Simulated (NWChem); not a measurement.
System: C₃H₈O; SMILES CCOC

Input file for NWChem:

```
start job
memory heap 200 mb stack 900 mb global 1100 mb
geometry units angstroms
  C      0.477379     1.553332     0.154743
  C     -0.613758     0.581148    -0.259763
  O     -0.529009    -0.671918     0.362256
  C      0.477951    -1.501536    -0.125060
  H      0.301917     2.541396    -0.297820
  H      0.488825     1.672121     1.248906
  H      1.476891     1.218505    -0.162449
  H     -1.598110     0.989269     0.020154
  H     -0.617750     0.461706    -1.363976
  H      1.496408    -1.114380     0.072831
  H      0.385834    -1.666137    -1.218221
  H      0.383269    -2.474256     0.378636
end
basis spherical
  * library 6-31g*
end
dft
  xc hfexch
  iterations 150
end
driver
  maxiter 120
end
task dft optimize
task dft freq
```

The level has its own optimisation; frequencies are unscaled. Brackets give each atom's bonded neighbours.

**Question.** Give the results of this calculation. (Hartree-Fock/6-31G* (spherical d).) Quantities: r C–C (Å); r C–H [C(CHHH)–H(C)] (Å); r C–O [C(CHHO)–O(CC)] (Å); r C–O [C(HHHO)–O(CC)] (Å); highest harmonic frequency (cm⁻¹); lowest (cm⁻¹); zero-point energy (kcal/mol); dipole (D).

**Answer.** The r C–C (Å) is 1.523 and the r C–H [C(CHHH)–H(C)] (Å) is 1.085. The r C–O [C(CHHO)–O(CC)] (Å) is 1.399, the r C–O [C(HHHO)–O(CC)] (Å) is 1.392 and the highest harmonic frequency (cm⁻¹) comes out as 3300. The lowest (cm⁻¹) comes out as 87. The zero-point energy (kcal/mol) comes out as 73.1. The dipole (D) is 1.44.
